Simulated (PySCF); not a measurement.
# Vertical excitation energies

C5H9N.
SMILES with atom numbers: `[C-:1]#[N+:2][C:3]([CH3:4])([CH3:5])[CH3:6]` (hydrogens: H7, H8, H9 on C4; H10, H11, H12 on C5; H13, H14, H15 on C6)

Computed, not measured: PySCF, TDDFT wB97X-D/def2-SVPD, vertical, gas phase, core orbitals frozen in the response. Isolated species at its PBE0-D3(BJ)/def2-SVP geometry, gas phase.

| state | E (eV) | ν̃ (cm⁻¹) | f | \|μ\| (D) | symmetry | main configurations (H = HOMO, L = LUMO) |
| --- | --- | --- | --- | --- | --- | --- |
| S1 | 8.03 | 64790 | 0.0000 | 0.01 | – | H-2/H-1→L+1/L+2 (≥72%) |
| S2 | 8.20 | 66110 | 0.061 | 1.40 | E | H→L+1/L+2 (≥94%) |
| S3 | 8.20 | 66120 | 0.061 | 1.40 | E | H→L+1/L+2 (≥94%) |
| S4 | 8.33 | 67200 | 0.0036 | 0.34 | E | H-2/H-1→L+1/L+2 (≥70%) |
| S5 | 8.33 | 67200 | 0.0037 | 0.34 | E | H-2/H-1→L+1/L+2 (≥70%) |
| S6 | 9.02 | 72750 | 0.049 | 1.19 | A1 | H→L (67%), H→L+5 (18%), H→L+6 (9%) |
| S7 | 9.25 | 74600 | 0.073 | 1.44 | E | H-2/H-1→L (≥88%) |
| S8 | 9.25 | 74620 | 0.073 | 1.45 | E | H-2/H-1→L (≥88%) |
| S9 | 10.12 | 81630 | 0.701 | 4.27 | A1 | H-2/H-1→L+1/L+2 (≥35%), H→L (17%) |

Triplets (Tamm–Dancoff): T1 6.05 eV, H→L+1/L+2 (≥93%); T2 6.05 eV, H→L+1/L+2 (≥93%); T3 6.83 eV, H-2/H-1→L+1/L+2 (≥65%).

The lowest singlet comes at 154 nm (775 kJ/mol) in the vacuum ultraviolet; it is dark (f under 0.0005); its leading configuration is HOMO-2/HOMO-1→LUMO+1/LUMO+2 (≥72%). The most intense listed level is S9 at 10.12 eV (123 nm, f = 0.701), 2.09 eV above S1. It is the last of those listed, so stronger ones may follow. S2/S3, S4/S5 and S7/S8 lie within about 0.01 eV of each other in each set; the point group C3v has degenerate representations, and within a degenerate level the listed configurations can mix freely. Löwdin shares by element: HOMO carbon 81% or more, nitrogen 16%; LUMO carbon 44% or more, hydrogen 7% or more (atoms not listed hold the other 48%). Orbital energies (eV): HOMO-3 -12.49, HOMO-2 -11.21, HOMO-1 -11.21, HOMO -10.51, LUMO 2.08, LUMO+1 2.79, LUMO+2 2.79. Of the 9 states listed, 6 reach f = 0.01 and 1 stays under 0.0005. Weighted by f, the mean energy of these states is 9.70 eV. No computed singlet lies in the visible range (380 to 750 nm); the lowest, at 154 nm, stands 4.77 eV above its violet end (3.26 eV). All these states lie below the vertical ionisation energy of 10.93 eV (ΔSCF). Symmetry labels in C3v follow from the direction of the transition dipole and are given only for states with f of 0.002 or more. Orbitals of the list HOMO-3 to LUMO+2 that lie within 0.01 eV of each other are written together with a slash and their weights summed (≥ marks a lower bound); for degenerate orbitals outside that list single weights are arbitrary. Only the lowest 10 singlets were computed, as vertical energies without vibronic structure. The highest level found (10.23 eV, f 0.013 so far) is left out, since the window may have cut off a degenerate partner.
